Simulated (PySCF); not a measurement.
## One molecule, a ladder of functionals, a line

Molecule: SMILES C/C=C\[C@H](C)F, C₅H₉F.

Atom-mapped SMILES (the numbers label the heavy atoms): `[CH3:1]/[CH:2]=[CH:3]\[C@H:4]([CH3:5])[F:6]` (H(Xn): hydrogen on atom n).

GIAO shieldings (ppm, equivalent atoms averaged) in PySCF 2.14 on the PBE0-D3(BJ)/def2-SVP geometry, basis pcSseg-1, gas phase, non-relativistic:

| functional | exact exchange (%) | σ(C4) | σ(F6) |
| --- | --- | --- | --- |
| BLYP | 0 | 86.1 | 356.9 |
| BP86 | 0 | 91.5 | 360.5 |
| PBE | 0 | 92.1 | 358.5 |
| PBE0 | 25 | 99.8 | 375.4 |
| mPW1PW91 | 25 | 98.9 | 376.0 |
| BHandHLYP | 50 | 101.5 | 387.8 |
| HF | 100 | 115.3 | 410.4 |

(1) Fit each shielding as a line in the percentage of exact exchange.

(2) What does the line predict for B3LYP (20 %), and what does the run give?

Results:

(1) σ(C4) = 90.8 + 0.25 x (rms 2.4 ppm); σ(F6) = 360.1 + 0.52 x (rms 2.1 ppm). The functionals also differ in their semilocal parts, which the line can't hold; Hartree–Fock has no correlation at all.

(2) σ(C4): 95.8 predicted, 92.7 computed; σ(F6): 370.5 predicted, 371.1 computed ppm.
